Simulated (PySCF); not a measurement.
Cyclobutadiene, C₄H₄.
Geometry (PBE0-D3(BJ)/def2-SVP, Å), atoms numbered from 1 in this order:
```
atom  x, y, z in Å
C1     0.9097    0.0715   -0.4972
C2     0.4548    0.7131    0.5828
C3    -0.8962   -0.0759    0.4826
C4    -0.4410   -0.7178   -0.5971
H5     1.8370    0.0877   -1.0716
H6     0.8557    1.4714    1.2567
H7    -1.8231   -0.0929    1.0576
H8    -0.8421   -1.4761   -1.2710
```

Computed with PySCF at CAM-B3LYP/def2-SVPD, non-relativistic, on one gas-phase PBE0-D3(BJ)/def2-SVP geometry that isn't relaxed in the solvent. The solvent is an IEF-PCM continuum (Bondi radii, 1.10 Å for H, scaled by 1.2), and excitations are vertical TDDFT with non-equilibrium linear response and a frozen core. The model holds no explicit solvent molecules, cavitation or dispersion.

Gas-phase singlets (H = HOMO, L = LUMO):

```
state  E (eV)  λ (nm)      f  leading configurations
   S1   2.642     469  0.000                 H→L 99%
   S2   5.532     224  0.001    H-1→L 84%, H→L+2 12%
   S3   5.800     214  0.000               H→L+1 98%
   S4   5.934     209  0.022    H→L+2 81%, H-1→L 14%
   S5   6.228     199  0.000               H→L+3 99%
```

Question: Give the list for chloroform (ε = 4.711), n² = 2.09.

Answer: 
| state | E (eV) | λ (nm) | f | leading configurations | change by rank (eV) |
| --- | --- | --- | --- | --- | --- |
| S1 | 2.623 | 473 | 0.000 | H→L 99% | -0.019 |
| S2 | 5.487 | 226 | 0.001 | H-1→L 90% | -0.045 |
| S3 | 5.793 | 214 | 0.000 | H→L+1 98% | -0.007 |
| S4 | 5.970 | 208 | 0.029 | H→L+2 86%, H-1→L 8% | +0.036 |
| S5 | 6.354 | 195 | 0.000 | H→L+3 99% | +0.126 |

Question: How does the list change in dimethylsulfoxide (ε = 46.83)?

Answer: 
```json
{"state": "S1", "E (eV)": "2.630", "λ (nm)": "471", "f": "0.000", "leading configurations": "H→L 99%", "change by rank (eV)": "-0.012"}
{"state": "S2", "E (eV)": "5.468", "λ (nm)": "227", "f": "0.000", "leading configurations": "H-1→L 92%", "change by rank (eV)": "-0.064"}
{"state": "S3", "E (eV)": "5.792", "λ (nm)": "214", "f": "0.000", "leading configurations": "H→L+1 98%", "change by rank (eV)": "-0.008"}
{"state": "S4", "E (eV)": "5.996", "λ (nm)": "207", "f": "0.031", "leading configurations": "H→L+2 87%", "change by rank (eV)": "+0.062"}
{"state": "S5", "E (eV)": "6.414", "λ (nm)": "193", "f": "0.000", "leading configurations": "H→L+3 99%", "change by rank (eV)": "+0.186"}
```

Question: How do the frontier levels move from gas to dimethylsulfoxide?

Answer: 
```
orbital  gas (eV)  solvent (eV)  change (eV)                  Löwdin shares, gas              Löwdin shares, solvent
 LUMO+2      2.12          2.20        +0.08  C4 13 %, C2 13 %, C3 13 %, C1 13 %  C4 14 %, C2 14 %, C3 14 %, C1 14 %
 LUMO+1      1.97          1.99        +0.02  C1 17 %, C2 17 %, C3 17 %, C4 17 %  C2 19 %, C1 19 %, C4 19 %, C3 19 %
   LUMO     -0.47         -0.48        -0.01  C2 22 %, C4 22 %, C1 22 %, C3 22 %  C2 22 %, C4 22 %, C1 22 %, C3 22 %
   HOMO     -6.90         -6.94        -0.04  C3 23 %, C1 23 %, C4 23 %, C2 23 %  C3 23 %, C1 23 %, C4 23 %, C2 23 %
 HOMO-1    -10.46        -10.39        +0.07  C4 19 %, C2 19 %, C1 19 %, C3 19 %  C4 19 %, C2 19 %, C1 19 %, C3 19 %
 HOMO-2    -11.54        -11.59        -0.05  C2 23 %, C4 23 %, C1 23 %, C3 23 %  C2 23 %, C4 23 %, C1 23 %, C3 23 %
 HOMO-3    -12.52        -12.48        +0.04  C3 24 %, C4 24 %, C1 23 %, C2 23 %  C3 18 %, C4 18 %, C1 18 %, C2 18 %
```

The HOMO–LUMO gap goes from 6.43 to 6.46 eV.
